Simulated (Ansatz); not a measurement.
A made-up structure of CH₃B, singlet:

```
5
angstrom
B 0.1113 -0.7914 0.1965
C -0.0746 0.5300 -0.1317
H 0.2705 -1.9216 0.4772
H -0.7109 0.8435 -0.9542
H -0.3062 -0.9033 1.2622
```

It is relaxed with PBE-D4/def2-SVP and then PBE0-D4/def2-TZVP (Ansatz 0.2.0). Atoms count as bonded within 1.22 times the sum of their covalent radii (H–H: 0.88 Å). The end point is not checked to be a true minimum.

Task: Does its bonding change? (Judge from chemistry; the calculation decides.)

Result: By the calculation: Yes. Formed: C2–H5; broken: B1–H5.

Where it ends: The first stage lowers the energy by 2.89 eV in 15 steps. It ends as CH₃B ([BH][CH2]):
```xyz
5
angstrom
B 0.2589 -1.1663 0.1314
C -0.4104 0.0321 0.1959
H 0.8313 -2.1913 0.0763
H -0.4649 0.7166 -0.6458
H -0.9248 0.3661 1.0923
```

Labels in which every atom is bracketed show which atoms are joined, not bond orders.

For scale, one of the runs: PBE0-D4/def2-TZVP relaxation, 80 basis functions, launched by `ansatz run in.yaml --threads 2 --pin off --events-out ev --progress --plain --max-ram 4352MiB`. The run took about 2.3 s on 2 CPU threads of an Arm Neoverse V2 (shared host).
